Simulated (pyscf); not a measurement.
## Atom transfer: Cl–GaH₂ (SMILES [Cl][GaH2]) + H• (SMILES [H]) → HCl (SMILES Cl) + GaH₂• (SMILES [GaH2])

Gas phase, doublet surface, charge 0. Bonds broken: Cl1–Ga2. Bonds formed: Cl1–H5. Single points on ωB97X-D3(BJ)/def2-SVP structures (PySCF, gas phase). MP2 and CC: frozen core, UHF for open shells. ΔMP2 is the change of the MP2 total energy from the triple- to the quadruple-zeta basis.

Transition state (Å):

```xyz
5

Cl     1.5144    -1.2306    -0.0682
Ga     0.0208     0.0976    -1.1997
H      0.0244     1.5726    -0.6847
H     -1.1524    -0.7229    -1.8256
H      1.6369    -1.9715     1.2952
```

One imaginary mode, 1564i cm⁻¹; descent along it reached the two sides named, in the forms told below.

```csv
bond,change,reactant side (Å),saddle,product side
Cl1–Ga2,breaks,2.152,2.297,2.9
Cl1–H5,forms,3.6,1.557,1.287
```

Electronic energies relative to the separated reactants (kcal/mol):

```csv
level,barrier,reaction energy,reverse barrier
ωB97X-D3(BJ)/def2-TZVP,19.1,+8.0,11.1
PBE/def2-TZVP,6.1,+3.0,3.1
r²SCAN/def2-TZVP,7.6,+3.8,3.8
B3LYP-D3(BJ)/def2-TZVP,9.0,+1.3,7.7
PBE0-D3(BJ)/def2-TZVP,11.3,+4.5,6.7
M06-2X/def2-TZVP,16.0,+4.8,11.2
ωB97M-D3(BJ)/def2-TZVP,16.7,+2.6,14.1
HF/def2-TZVP,33.7,+7.9,25.7
MP2/def2-QZVPP,21.2,+8.7,12.5
CCSD/def2-TZVPP,18.6,+2.5,16.1
CCSD(T)/def2-TZVPP,17.2,+3.4,13.8
CCSD(T)/def2-TZVPP + ΔMP2(QZVPP),16.6,+4.2,12.4
```

With CCSD(T)/def2-TZVPP + ΔMP2(QZVPP) energies and thermal terms (ideal gas, 1 atm, RRHO with modes under 100 cm⁻¹ raised to 100, one conformer, R ln 2 for rigid chiral ones), in kcal/mol:

| T (K) | ΔH‡ | ΔG‡ | ΔH | ΔG |
|---|---|---|---|---|
| 298 | 16.3 | 22.4 | +6.0 | +3.6 |
| 600 | 15.9 | 28.8 | +5.2 | +1.5 |
| 900 | 15.6 | 35.3 | +4.3 | -0.2 |
| 1200 | 15.3 | 42.0 | +3.4 | -1.6 |

On the product side the descent ends in a complex, 6.4 kcal/mol under the separated species and 17.4 kcal/mol under the saddle at ωB97X-D3(BJ)/def2-TZVP. One saddle was located; it need not be the lowest between these sides. The angle at the transferred Cl is 139°. The CCSD(T) − MP2 part came from Ansatz, without density fitting, on the same reference. The frozen core leaves the outer d or s,p core shells of the metals and heavy elements correlated in the MP2 and CC values, and def2-TZVPP describes them poorly, which can shift differences by a few kcal/mol. Elements up to Kr have no core potential and no relativistic terms here.
